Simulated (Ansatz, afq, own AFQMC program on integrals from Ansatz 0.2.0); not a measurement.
# Breaking Si5–Cl6 in C2H8ClNSi2, singlet

```yaml
atoms:
  - { symbol: C, position_ang: [-1.6489, -0.8315, 1.2670] }
  - { symbol: C, position_ang: [-1.1704, -1.5796, 0.2658] }
  - { symbol: Si, position_ang: [0.0977, -0.9623, -0.9605] }
  - { symbol: N, position_ang: [0.3071, 0.7758, -0.8703] }
  - { symbol: Si, position_ang: [1.5272, 1.6929, -0.0737] }
  - { symbol: Cl, position_ang: [0.9612, 2.2806, 1.8469] }
  - { symbol: H, position_ang: [-2.3903, -1.2150, 1.9772] }
  - { symbol: H, position_ang: [-1.3102, 0.1984, 1.4290] }
  - { symbol: H, position_ang: [-1.5409, -2.6090, 0.1615] }
  - { symbol: H, position_ang: [-0.3346, -1.3357, -2.3434] }
  - { symbol: H, position_ang: [1.4383, -1.5680, -0.6974] }
  - { symbol: H, position_ang: [-0.4782, 1.3191, -1.2238] }
  - { symbol: H, position_ang: [2.7412, 0.8490, 0.0648] }
  - { symbol: H, position_ang: [1.7878, 2.9559, -0.8143] }
```

Products: C₂H₈NSi₂ (doublet; CH2–CH–SiH2–NH–SiH2) and Cl (doublet), each relaxed with PBE0/def2-SVP like the molecule; electronic energies without zero-point terms. Determinants: RHF, UHF and UHF in that order.

Basis def2-SVP. Noble-gas cores (and the filled d shells of Ga–Kr and In–Xe) are frozen. AFQMC by an in-house program on the Cholesky factors that Ansatz 0.2.0 writes for its CCSD(T) run. The CISD trial takes its coefficients from CCSD amplitudes. Released means that phaseless walkers are propagated on without the constraint, phases kept. Uncertainties: one standard error, sampling alone. The errors of all members are added in quadrature.

No full CI on the walks' own integrals is used here. The released AFQMC energy serves as the reference, which it does only where one determinant dominates, the energy is flat over the last release times and near the phaseless one (40 meV or 2 meV an electron, half that with transition metals). On small molecules, where full CI could be run and the noise was under 10 meV, such values lay within 10 meV of it in 19 cases of 20, a flattering rate, since the rule was set on those same cases; what remains of the bias isn't in the error bar. Each member takes its own surest rung, up to full CI.

The best estimate is CCSD(T) at the basis-set limit (CBS: def2-TZVPP and def2-QZVPP, with their diffuse functions for anions and beside diffuse sets, MP2 extrapolated, CCSD(T) minus MP2 from TZVPP) plus the step from CCSD(T) to AFQMC with the constraint released in def2-SVP. Rows without CBS are in def2-SVP, the functionals in def2-TZVP; B2PLYP and the wave-function rows carry a basis error of their own. Core correlation and relativity beyond core potentials are missing, and ± holds the sampling alone.

Cautions: C₂H₈ClNSi₂ (singlet): the released value is read at 0.63 1/Eh with a noise of 23 meV, more than in the cases checked, later times being too noisy (meV from the phaseless value at times in 1/Eh: -24 ± 24 at 0.21, -55 ± 19 at 0.42, -56 ± 23 at 0.63, -40 ± 33 at 0.90); C₂H₈NSi₂ (doublet): the released value is read at 0.90 1/Eh with a noise of 27 meV, more than in the cases checked (meV from the phaseless value at times in 1/Eh: 0 ± 18 at 0.21, -24 ± 19 at 0.42, -63 ± 15 at 0.63, -50 ± 27 at 0.90).

| level | bond energy (eV) |
| --- | --- |
| wB97M-V | 5.109 |
| MP2 | 4.771 |
| HF | 3.807 |

From these cheaper values, estimate the bond energy at the level of the best estimate.

5.084 ± 0.036 eV (best estimate, highest rung released AFQMC).

```tsv
level	bond energy (eV)	error against the best estimate (eV)
CCSD	4.541	-0.543 ± 0.036
CCSD(T)	4.593	-0.492 ± 0.036
ph-AFQMC/CISD	4.601 ± 0.022	-0.483 ± 0.042
released AFQMC	4.603 ± 0.036	-0.481
HF/CBS	3.854	-1.231 ± 0.036
MP2/CBS	5.315	0.231 ± 0.036
CCSD(T)/CBS	5.073	-0.011 ± 0.036
PBE	4.856	-0.228 ± 0.036
r2SCAN	4.889	-0.195 ± 0.036
PBE0	4.865	-0.220 ± 0.036
B3LYP	4.709	-0.375 ± 0.036
B2PLYP	4.849	-0.235 ± 0.036
```

Correlation beyond CCSD(T) changes it by less than twice the noise. Going to the basis-set limit adds 0.480 eV at CCSD(T). The perturbative (T) step is worth +0.052 eV. The functionals spread over 0.400 eV; wB97M-V comes nearest and B3LYP is 0.375 eV too low.

Best estimates are given only where the step beyond CCSD(T) is under 0.3 eV and no member's determinant is very poor (T1 over 0.05, or 0.07 for open shells, ⟨S²⟩ too high by 0.3, two states mixed), so the hardest cases are missing from such tables.

The functionals ran in a triple-zeta set and keep a basis error of their own, a few kJ/mol for each bond in atomization energies and more for double hybrids, so close places among them and the extrapolated levels can swap.

Each member of a difference takes its own highest rung, so a best estimate needn't equal the limit plus the step of one row. Released energies are given only where the last usable release times agree within the noise; a slower fall can still hide under it.
